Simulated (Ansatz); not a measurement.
A (100) slab of Ca (Fm-3m (No. 225)), 4 planes, outer planes Ca (top) and Ca (bottom), with 4 atoms (Ca4) in a surface cell of A = 15.506 Å², as cut from the bulk:

```yaml
crystal:
  lattice:
    - [3.93775, 0.00000, 0.00000]
    - [0.00000, 3.93775, 0.00000]
    - [0.00000, 0.00000, 23.35323]
  atoms:
    - { symbol: Ca, position: [0.50000, 0.50000, 0.32115] }
    - { symbol: Ca, position: [0.00000, 0.00000, 0.44038] }
    - { symbol: Ca, position: [0.50000, 0.50000, 0.55962] }
    - { symbol: Ca, position: [0.00000, 0.00000, 0.67885] }
```

Computed with DFT r2SCAN, scalar-relativistic, plane waves, PAW in Ansatz 0.2.0. Plane waves to 500 eV, a k mesh through Γ of 9×9×1 on the computed 4-atom cell and Gaussian smearing (0.10 eV); no spin polarisation. The cell repeats along c with a dipole correction in the vacuum.

Against the same 4 atoms in the bulk, the slab as cut lies 0.954 eV higher and the relaxed slab 0.948 eV higher.

Problem. Work out the surface energy before and after relaxation.

Solution. The slab has two faces, so γ = (E_slab − N·E_bulk)/(2A), the mean of both. As cut: 0.954/(2 × 15.506) = 0.0308 eV/Å², and 1 eV/Å² = 16.02 J/m², so γ = 0.49 J/m². Relaxed: 0.948/(2 × 15.506) = 0.0306 eV/Å² = 0.49 J/m². Relaxation recovers 0.6 % of the cost of cutting.

Problem. A cut through this plane breaks about 4 nearest-neighbour bonds a surface cell. What does each broken bond cost, before relaxation?

Solution. One cut makes two faces and costs 2γA = 0.954 eV, shared by 4 bonds: 0.24 eV a bond. In a metal this is less than the cohesive energy a bond, since the bonds that remain at the surface strengthen.

Problem. What is the ideal work of this cut, per area?

Solution. Griffith's ideal work is 2γ: 0.99 J/m² if the new faces stay rigid, 0.98 J/m² if they relax. One thickness was run, 4 planes, so γ can still shift with it.